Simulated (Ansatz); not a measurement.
The first iterations of a band of ClH3Si + H2O (8 atoms, charge 0, multiplicity 1).

The calculation used RKS LDA/def2-SVP in Ansatz 0.2.0.

```json
{"movable images": "7", "climbing image": "yes", "spring": "5.0 eV/Å²", "optimiser": "quadratic models (default)", "start path": "through a guess of the saddle point", "force threshold": "0.03 eV/Å", "iteration limit": "60", "end points": "relaxed"}
```

First end point:

```xyz
8
Properties=species:S:1:pos:R:3
Si 0.214 0.037 -0.031
Cl 0.227 -0.145 2.056
H 1.682 0.044 -0.375
H -0.385 1.338 -0.455
H -0.386 -1.179 -0.670
O -2.406 0.047 0.702
H -2.632 -0.903 0.662
H -1.971 0.131 1.580
```

Last end point:

```xyz
8
Properties=species:S:1:pos:R:3
Si -0.343 -0.073 -0.411
Cl -0.394 0.790 2.878
H 0.867 -0.796 0.110
H -0.155 1.410 -0.397
H -0.649 -0.561 -1.803
O -1.708 -0.363 0.555
H -2.056 -1.275 0.566
H -1.219 0.239 1.969
```

| iteration | highest image above the first end (eV) | largest band force component (eV/Å) |
| --- | --- | --- |
| 1 | 2.276 | 4.096 |
| 2 | 1.080 | 1.985 |
| 3 | 0.707 | 1.214 |
| 4 | 0.621 | 0.591 |

Problem. Does the band converge within its limit, and where does its top end?

Solution. It converged. It ended after 14 iterations with the highest image 0.508 eV above the first end. A vibrational analysis at the climbing image gives one clearly imaginary mode, 238i cm⁻¹: a first-order saddle point. The orbitals stay closed-shell, which can raise the energy where a bond breaks towards radicals; this wasn't checked here.

The run took 2.1 min on 1 thread of Arm Neoverse V1, on a shared host, peak memory 0.15 GiB.
